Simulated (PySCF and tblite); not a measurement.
The numbers below are computed, except where a source is named.
# Pyramidal inversion: stationary points, barriers and rates

System: C4H9NS, numbered as in [CH2:1]1[CH2:2][S:3][CH2:4][CH2:5][NH:6]1.

Motion: pyramidal inversion at N6. Geometries: PBE0-D3(BJ)/def2-SVP; energies: PBE0/pcSseg-1 + D3(BJ), IEF-PCM chloroform; zero-point and thermal terms from GFN2-xTB harmonic modes (soft modes blended into free rotors). Rate constants are transition-state-theory values, counting equivalent paths, without tunnelling. Programs: tblite and PySCF.

| point | symmetry | E(GFN2) kcal/mol | E(DFT) kcal/mol | ZPE change kcal/mol | lowest mode cm⁻¹ | dipole D |
| --- | --- | --- | --- | --- | --- | --- |
| start | Cs | 0.0 | 0.0 | 0.00 | 187 | 1.95 |
| saddle | Cs | 6.0 | 4.7 | -1.15 | 670i | 2.92 |
| end | Cs | 1.2 | -0.2 | -0.13 | 193 | 2.52 |

```
Electronic barrier                                      : 4.7 kcal/mol
Barrier with zero-point energy                          : 3.6 kcal/mol
ΔH‡ (298 K)                                             : 3.6 kcal/mol
ΔS‡ (298 K, symmetry apart)                             : 0.0 cal/(mol K)
Paths                                                   : 1 equivalent path
End point                                               : a different minimum
Mean lifetime of the start against this motion at 298 K : 67 ps
Cost                                                    : 3.2 min on 1 thread of Arm Neoverse V1, on a host shared with other jobs (rough), peak memory 0.85 GiB, launched as `OMP_NUM_THREADS=1 python ens_run.py task.json out`
```

```tsv
T/K	ΔG‡ kcal/mol	k s⁻¹	ΔG kcal/mol	k back s⁻¹
200	3.6	5.1×10⁸	-0.3	2.4×10⁸
250	3.6	3.9×10⁹	-0.3	2.1×10⁹
298	3.6	1.5×10¹⁰	-0.3	9×10⁹
350	3.6	4.3×10¹⁰	-0.3	2.8×10¹⁰
400	3.6	9.2×10¹⁰	-0.3	6.2×10¹⁰
```

ΔG and ΔG‡ leave out symmetry numbers and mirror images; rates count paths: 1 out, 1 back.
